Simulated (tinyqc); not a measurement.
Inside a calculation. Method: MP2 on RHF in the sto-3g basis, for LiH, spin multiplicity 1. One step of it, computed by the program tinyqc.

Problem. Second-order Moller-Plesset energy. E2 = sum_ijab (ia|jb) [2 (ia|jb) - (ib|ja)] / (e_i + e_j - e_a - e_b) over occupied i, j and virtual a, b; the opposite-spin part is (ia|jb)^2 / denominator, the rest is same-spin, and SCS-MP2 scales them by 6/5 and 1/3.

orbital energies (hartree): MO1 -2.348903, MO2 -0.284759, MO3 0.078163, MO4 0.163944, MO5 0.163944, MO6 0.546030

Two-electron integrals over orbitals (pq|rs), unique and non-zero (hartree):
```
(11|11) 1.658584    (21|11) -0.111436   (21|21) 0.013268    (22|11) 0.365974
(22|21) 0.006153    (22|22) 0.486895    (31|11) -0.138625   (31|21) 0.011199
(31|22) -0.015799   (31|31) 0.021670    (32|11) 0.013578    (32|21) -0.003333
(32|22) -0.048681   (32|31) 0.000173    (32|32) 0.013125    (33|11) 0.395609
(33|21) -0.011000   (33|22) 0.223439    (33|31) 0.001814    (33|32) 0.007563
(33|33) 0.337818    (41|41) 0.009818    (42|41) 0.007484    (42|42) 0.023390
(43|41) 0.010259    (43|42) 0.019282    (43|43) 0.041275    (44|11) 0.396320
(44|21) -0.004343   (44|22) 0.269876    (44|31) -0.004977   (44|32) 0.005833
(44|33) 0.281976    (44|44) 0.312946    (51|51) 0.009818    (52|51) 0.007484
(52|52) 0.023390    (53|51) 0.010259    (53|52) 0.019282    (53|53) 0.041275
(54|54) 0.016869    (55|11) 0.396320    (55|21) -0.004343   (55|22) 0.269876
(55|31) -0.004977   (55|32) 0.005833    (55|33) 0.281976    (55|44) 0.279207
(55|55) 0.312946    (61|11) 0.053524    (61|21) -0.008939   (61|22) -0.006876
(61|31) -0.002412   (61|32) 0.001712    (61|33) 0.010485    (61|44) 0.000612
(61|55) 0.000612    (61|61) 0.008618    (62|11) -0.042188   (62|21) 0.004635
(62|22) 0.126488    (62|31) 0.000628    (62|32) -0.034673   (62|33) -0.012572
(62|44) -0.016597   (62|55) -0.016597   (62|61) 0.000110    (62|62) 0.123992
(63|11) 0.017691    (63|21) -0.003636   (63|22) -0.051399   (63|31) 0.004389
(63|32) 0.009470    (63|33) 0.035977    (63|44) 0.002291    (63|55) 0.002291
(63|61) 0.004310    (63|62) -0.031960   (63|63) 0.026463    (64|41) -0.006117
(64|42) -0.019574   (64|43) -0.013712   (64|64) 0.019732    (65|51) -0.006117
(65|52) -0.019574   (65|53) -0.013712   (65|65) 0.019732    (66|11) 0.361715
(66|21) 0.003218    (66|22) 0.453605    (66|31) -0.011335   (66|32) -0.043425
(66|33) 0.241397    (66|44) 0.268048    (66|55) 0.268048    (66|61) -0.003116
(66|62) 0.133816    (66|63) -0.044106   (66|66) 0.453576
```

Hartree-Fock energy = -7.86166329 hartree

Give: Terms; Pair energies; MP2 correlation energy; SCS-MP2 correlation energy; MP2 total energy.

Solution.

Terms:
```
i  j  a  b   (ia|jb)   (ib|ja)  denominator       term
2  2  6  6    0.1240    0.1240      -1.6616    -0.0093
2  2  6  3   -0.0347   -0.0347      -1.1937    -0.0010
2  2  3  6   -0.0347   -0.0347      -1.1937    -0.0010
2  2  5  5    0.0234    0.0234      -0.8974    -0.0006
2  2  4  4    0.0234    0.0234      -0.8974    -0.0006
2  2  3  3    0.0131    0.0131      -0.7258  -2.37e-04
1  1  3  3    0.0217    0.0217      -4.8541  -9.67e-05
1  1  5  5    0.0098    0.0098      -5.0257  -1.92e-05
1  1  4  4    0.0098    0.0098      -5.0257  -1.92e-05
1  2  5  5    0.0075    0.0075      -2.9615  -1.89e-05
2  1  5  5    0.0075    0.0075      -2.9615  -1.89e-05
1  2  4  4    0.0075    0.0075      -2.9615  -1.89e-05
2  1  4  4    0.0075    0.0075      -2.9615  -1.89e-05
1  1  6  6    0.0086    0.0086      -5.7899  -1.28e-05
1  2  6  3    0.0017    0.0006      -3.2579  -1.47e-06
2  1  3  6    0.0017    0.0006      -3.2579  -1.47e-06
1  1  6  3   -0.0024   -0.0024      -5.3220  -1.09e-06
1  1  3  6   -0.0024   -0.0024      -5.3220  -1.09e-06
2  1  6  3    0.0006    0.0017      -3.2579   8.78e-08
1  2  3  6    0.0006    0.0017      -3.2579   8.78e-08
2  1  3  3  1.73e-04  1.73e-04      -2.7900  -1.07e-08
1  2  3  3  1.73e-04  1.73e-04      -2.7900  -1.07e-08
2  1  6  6  1.10e-04  1.10e-04      -3.7257  -3.24e-09
1  2  6  6  1.10e-04  1.10e-04      -3.7257  -3.24e-09
```

Pair energies (hartree; pair i-j sums ij and ji):
```
pair  opposite spin  same spin
1-1       -1.50e-04          0
2-1       -7.77e-05  -7.21e-07
2-2         -0.0127          0
```

MP2 correlation energy = -0.012952 hartree

SCS-MP2 correlation energy = -0.015542 hartree

MP2 total energy = -7.874615 hartree
